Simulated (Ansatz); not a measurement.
**Isomers**

Structures of CH3BN, doublet, relaxed at PBE0-D4/def2-TZVP (vibrations not checked; lower isomers may exist, and structures with a doubtful reference or unclear bonds are left out). Computed with Ansatz 0.2.0 (basis: def2-TZVPP); correlated methods freeze the cores; orbitals are unrestricted. B3LYP uses VWN-RPA correlation.

(1) Rank them by CCSD(T) energy, lowest first, and give each one's height above the lowest. Links in brackets join atoms within 1.22 times the sum of their covalent radii (1.1 for two metals). (An estimate is asked for; the value comes from the calculation.)
A.
CH₃BN ([BH]1[CH][NH]1)
```
6
angstrom
B -0.4862 -0.4144 0.0293
C 0.7908 0.0857 0.4353
N 0.3509 -1.1531 0.9518
H -1.5111 -0.4772 -0.5539
H 0.8460 -2.0380 0.9265
H 1.7074 0.6265 0.5882
```
B.
CH₃BN ([CH2][B][NH])
```
6
angstrom
B 0.2181 -0.0851 0.2904
C -0.6141 0.2699 -0.8923
N 0.9133 -0.3817 1.2787
H -1.6843 0.1032 -0.9130
H -0.1860 0.7107 -1.7847
H 1.4673 -0.6179 2.0656
```
C.
CH₃BN ([CH3][B][N])
```
6
angstrom
C -0.3095 0.3760 -0.2166
B 0.5893 -0.6671 0.4335
N 1.3562 -1.5806 0.9775
H -1.0717 0.7421 0.4742
H 0.2636 1.2196 -0.6064
H -0.8279 -0.0900 -1.0623
```
D.
CH₃BN ([BH][CH][NH])
```
6
angstrom
B -1.1052 0.0866 -0.6230
C 0.1662 0.0052 0.0483
N 0.5380 -0.4131 1.2330
H -2.0478 0.2219 -1.3097
H 0.9030 0.4064 -0.6862
H 1.5459 -0.3070 1.3376
```

(2) Do PBE-D4, r2SCAN-D4, PBE0-D4, B3LYP-D4, wB97M-V, HF, MP2 give the same order? (A judgement: the text doesn't fix the answer.)

No T1 diagnostic of these runs exceeds 0.033. ⟨S²⟩ of the unrestricted Hartree–Fock references: 0.77 to 0.91 (a pure state has 0.75). The unrestricted reference is spin-contaminated, which hurts MP2 most.

For scale, one of the runs: CCSD(T)/def2-TZVPP, 135 basis functions, launched by `ansatz run in.yaml --threads 2 --pin off --events-out ev --progress --plain --max-ram 4352MiB`. Hardware: 2 CPU threads of an Arm Neoverse N1, shared host. Wall time 52 s; peak host memory 1.6 GiB.

Answers

(1) By the calculation: B (0.0 kJ/mol), C (114.4 kJ/mol), A (147.8 kJ/mol), D (229.2 kJ/mol). Heights count from the lowest.

(2) By the calculation: All do.
